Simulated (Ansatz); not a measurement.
MgMeCl (CH3ClMg). The state is a singlet with charge 0. Geometry r2SCAN-D4/def2-TZVP.

```xyz
6

Mg   -1.215   -0.036   -0.014
C     0.852    0.010    0.016
H     1.283   -0.961    0.277
H     1.229    0.735    0.744
H     1.261    0.292   -0.959
Cl   -3.409   -0.039   -0.065
```

LC-ωPBE has ω = 0.4 bohr⁻¹. HSE06 is defined as in plane-wave codes, on full-range PBE exchange.

(1) Estimate the orbital energies around the gap (eV) in Ansatz with r2SCAN-D4/def2-TZVP, PBE0-D4/def2-SVP, r2SCAN0-D4/def2-TZVP, HSE06-D4/def2-TZVP, LC-ωPBE/def2-TZVP.

Results:

(1) 
| orbital | r2SCAN-D4/def2-TZVP | PBE0-D4/def2-SVP | r2SCAN0-D4/def2-TZVP | HSE06-D4/def2-TZVP | LC-ωPBE/def2-TZVP |
| --- | --- | --- | --- | --- | --- |
| HOMO−5 | -9.65 | -10.73 | -11.01 | -10.39 | -13.69 |
| HOMO−4 | -9.65 | -10.73 | -11.00 | -10.39 | -13.69 |
| HOMO−3 | -8.62 | -9.63 | -9.91 | -9.27 | -12.56 |
| HOMO−2 | -7.50 | -8.42 | -8.77 | -8.12 | -11.39 |
| HOMO−1 | -7.50 | -8.42 | -8.77 | -8.12 | -11.39 |
| HOMO | -6.61 | -7.61 | -7.74 | -7.21 | -10.35 |
| LUMO | -1.30 | -0.95 | -0.81 | -1.42 | 0.72 |
| LUMO+1 | -0.22 | 0.05 | 0.24 | -0.35 | 1.74 |
| LUMO+2 | -0.22 | 0.05 | 0.24 | -0.35 | 1.74 |
| LUMO+3 | 1.68 | 2.03 | 2.10 | 1.25 | 3.41 |
| LUMO+4 | 2.59 | 2.72 | 3.01 | 2.29 | 4.39 |
| LUMO+5 | 2.59 | 3.65 | 3.01 | 2.29 | 4.39 |
